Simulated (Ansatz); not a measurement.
# Si₂H₅O radical: a ladder of functionals and wavefunction methods

The task here is to estimate one member of a computed series from the others.

Program: Ansatz 0.2.0, Gaussian basis. Level of theory: functionals in def2-TZVPP, the program's frozen cores in correlated methods. These are calculated values, not measurements.

Plan: LDA (SPW92), PBE-D4, revPBE-D4, BLYP-D4, r2SCAN-D4, B97M-V, PBE0-D4, B3LYP-D4, r2SCANh-D4, r2SCAN0-D4, HSE06-D4, BHLYP-D4, CAM-B3LYP-D4, LC-ωPBE, ωB97X-V, ωB97M-V, B2PLYP, PBE-QIDH; CCSD(T)/def2-SVP; CCSD(T)/def2-TZVPP; CCSD(T)/def2-QZVPP; extrapolation to the limit; RPA on PBE.

**Structure used throughout**

All runs share one geometry, relaxed beforehand with PBE0-D4 in a triple-zeta def2 set.

SMILES `[SiH2]O[SiH3]`, 8 atoms, charge 0, spin multiplicity 2.

Atoms are counted from 1 here; the program's logs count them from 0.

Bond lengths: Si1–O2 1.637 Å, Si1–H4 1.490 Å, Si1–H5 1.494 Å, O2–Si3 1.638 Å, Si3–H6 1.482 Å, Si3–H7 1.485 Å, Si3–H8 1.486 Å. Angles: O2–Si1–H4 107.9°, O2–Si1–H5 109.9°, H4–Si1–H5 110.4°, Si1–O2–Si3 146.3°, O2–Si3–H6 108.1°, O2–Si3–H7 109.9°, O2–Si3–H8 110.1°, H6–Si3–H7 109.7°, H6–Si3–H8 109.8°, H7–Si3–H8 109.2°.

The first run:

in.yaml

```yaml
crystal:
  periodic: [false, false, false]
  atoms:
    - {symbol: Si, position_ang: [-1.280998, 0.933340, -0.865997]}
    - {symbol: O, position_ang: [-0.352836, -0.279040, -0.276270]}
    - {symbol: Si, position_ang: [0.764893, -0.722983, 0.836047]}
    - {symbol: H, position_ang: [-1.903296, 0.457948, -2.133128]}
    - {symbol: H, position_ang: [-0.439666, 2.141590, -1.119837]}
    - {symbol: H, position_ang: [1.292275, -2.054092, 0.452450]}
    - {symbol: H, position_ang: [0.138196, -0.800337, 2.180547]}
    - {symbol: H, position_ang: [1.873533, 0.266475, 0.870288]}
basis:
  gaussian: {orbitals: def2-TZVPP}
magnetization: {spin_polarized: true, initial_magnetization: 1}
hamiltonian: {xc: lda}
output: {orbitals: {seedname: orbitals}}
```

On the command line:

```console
ansatz run in.yaml --threads 2 --pin off --events-out ev --progress --plain --max-ram 32768MiB --backend cpu
```

Among the steps run: LDA; PBE-D4 (GGA); revPBE-D4 (GGA); BLYP-D4 (GGA); r2SCAN-D4 (meta-GGA); B97M-V (meta-GGA); B3LYP-D4 (hybrid); r2SCANh-D4 (hybrid); r2SCAN0-D4 (hybrid); HSE06-D4 (hybrid); BHLYP-D4 (hybrid); CAM-B3LYP-D4 (range-separated); LC-ωPBE (range-separated); ωB97X-V (range-separated); ωB97M-V (range-separated); B2PLYP (double hybrid); PBE-QIDH (double hybrid).

One table of the session follows, with a row left open; its other results are not shown here.

| functional | HOMO (eV) | LUMO (eV) | gap (eV) |
| --- | --- | --- | --- |
| LDA (SPW92) | -4.82 | -3.57 | 1.25 |
| PBE-D4 | -4.87 | -3.13 | 1.74 |
| revPBE-D4 | -4.87 | -2.99 | 1.88 |
| BLYP-D4 | -4.67 | -3.19 | 1.49 |
| r2SCAN-D4 | -5.23 | -2.64 | 2.58 |
| B97M-V | -4.98 | -3.46 | 1.52 |
| PBE0-D4 | -6.03 | -2.18 | 3.84 |
| B3LYP-D4 | -5.75 | -2.61 | 3.13 |
| r2SCANh-D4 | -5.65 | -2.34 | 3.31 |
| r2SCAN0-D4 | -6.28 | -1.89 | 4.39 |
| HSE06-D4 | -5.63 | -2.57 | 3.06 |
| BHLYP-D4 | -7.00 | -1.41 | 5.59 |
| CAM-B3LYP-D4 | -7.25 | -1.32 | 5.92 |
| LC-ωPBE | -8.70 | 0.15 | 8.85 |
| ωB97X-V | -8.18 | -0.43 | 7.75 |
| ωB97M-V | ? | ? | ? |

Q: Estimate the row for ωB97M-V from the others.

**Answer.** HOMO (eV): -7.81; LUMO (eV): -0.59; gap (eV): 7.22. In the column «HOMO (eV)» it lies between ωB97X-V (-8.18) and CAM-B3LYP-D4 (-7.25).
